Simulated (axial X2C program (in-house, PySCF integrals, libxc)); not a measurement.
# Potential curves of B₂, two-component

Calculated with an in-house relativistic program for diatomic molecules. Two-component (2c) means X2C with spin–orbit coupling and atomic mean-field two-electron Coulomb and Gaunt terms. Basis: B dyall-v3z [7s6p2d1f] (cores contracted in-house); Gaussian nuclei, density fitting, unrestricted open shells. Masses: B 11.009 u.

State: Ω = 2 (⟨Sz⟩ = 2.00, ⟨Lz⟩ = 0.00 at PBE0). Energies in cm⁻¹ from the lowest point of each curve. Fits are polynomials in 1 − R0/R over 0.85 to 1.23 times the lowest point R0.

| R (Å) | PBE0 | r2SCAN0 |
| --- | --- | --- |
| 1.3198 | 7246 | 7093 |
| 1.3805 | 3142 | 3026 |
| 1.4260 | 1297 | 1215 |
| 1.4715 | 301 | 258 |
| 1.5170 | 0 | 0 |
| 1.5701 | 357 | 412 |
| 1.6232 | 1319 | 1432 |
| 1.6915 | 3228 | 3419 |
| 1.7749 | 6281 | 6572 |
| 1.8962 | 11556 | 11998 |

One determinant describes the state; a PBE0 search over occupations chose it and may have missed a lower one. Density functionals use the spin component along the axis (collinear). PBE0 can misorder states that lie within some tenths of an eV, so this need not be the ground state of the molecule. The nearest other 2c determinant of the search, Ω = 1, lies 0.60 eV up at the distance of the search. The spin of this state cannot come from the lowest atoms; the curve heads to a higher limit, and no De is given. With several unpaired electrons one determinant need not be a pure state. Open-shell Ω = 0 determinants with evenly filled partner blocks cannot be reached by this program, so the Ω shown need not be the lowest component.

What are Re and ωe at the PBE0 level?

At PBE0, 2c: Re = 1.517 Å, ωe ≈ 1290 cm⁻¹; Be follows as 1.33 cm⁻¹.

What are Re and ωe at the r2SCAN0 level?

At r2SCAN0, 2c: Re = 1.513 Å, ωe ≈ 1310 cm⁻¹; Be follows as 1.34 cm⁻¹.
